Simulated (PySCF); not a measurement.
**CFCl3: calculation against experiment**

**Measured values to compare with.**

From NIST CCCBDB Release 22 (SRD 101), experimental dipoles, for the gas: dipole moment (microwave Stark effect, vibrational ground state) 0.46 ± 0.02 D.

The runs below try to reproduce these values; the comparison stands at the end.

Species: CFCl3.
Atom-mapped SMILES: `[F:1][C:2]([Cl:3])([Cl:4])[Cl:5]`

Geometry (GFN2-xTB, Å), atoms numbered from 1 in this order:
```xyz
5
CCl3F angstrom
F      0.0603   -0.1410    1.3961
C      0.0046   -0.0063    0.0667
Cl    -0.4579    1.6606   -0.3126
Cl     1.6028   -0.3706   -0.6039
Cl    -1.2011   -1.1397   -0.5634
```

Runs made with PySCF (gas phase, on this GFN2-xTB geometry; no spin–orbit coupling):

```json
{"level": "B3LYP/6-31G*", "job": "shieldings", "basis functions": "82"}
{"level": "B97-D/6-31G*", "job": "shieldings", "basis functions": "82"}
{"level": "BLYP/6-31G*", "job": "shieldings", "basis functions": "82"}
{"level": "BP86/6-31G*", "job": "shieldings", "basis functions": "82"}
{"level": "HF/6-31G*", "job": "shieldings", "basis functions": "82"}
{"level": "KT2/6-31G*", "job": "shieldings", "basis functions": "82"}
{"level": "KT3/6-31G*", "job": "shieldings", "basis functions": "82"}
{"level": "LDA/6-31G*", "job": "shieldings", "basis functions": "82"}
{"level": "OPBE/6-31G*", "job": "shieldings", "basis functions": "82"}
{"level": "PBE/6-31G*", "job": "shieldings", "basis functions": "82"}
{"level": "PW91/6-31G", "job": "shieldings", "basis functions": "57"}
{"level": "X3LYP/6-31G", "job": "shieldings", "basis functions": "57"}
```

All basis functions are spherical.

**Comparison with experiment**

**Dipole moment.** Measured: 0.46 D (NIST CCCBDB Release 22 (SRD 101), experimental dipoles).

```csv
level,computed (D),computed − measured (D),% (from the printed values)
B3LYP/6-31G*,0.21,-0.25,-54
B97-D/6-31G*,0.13,-0.33,-72
BLYP/6-31G*,0.09,-0.37,-80
BP86/6-31G*,0.10,-0.36,-78
HF/6-31G*,0.46,0.00,0
KT2/6-31G*,0.13,-0.33,-72
KT3/6-31G*,0.12,-0.34,-74
LDA/6-31G*,0.12,-0.34,-74
OPBE/6-31G*,0.10,-0.36,-78
PBE/6-31G*,0.08,-0.38,-83
PW91/6-31G,0.29,-0.17,-37
X3LYP/6-31G,0.43,-0.03,-7
```

Closest is HF/6-31G* (0.00 D), furthest PBE/6-31G* (-0.38 D); one molecule doesn't rank methods. The computed dipoles belong to one fixed geometry; measured ones are averaged over vibrations unless marked μe. Magnitudes are compared, not signs.

No measured geometry was used, and the causes of the misses weren't examined.
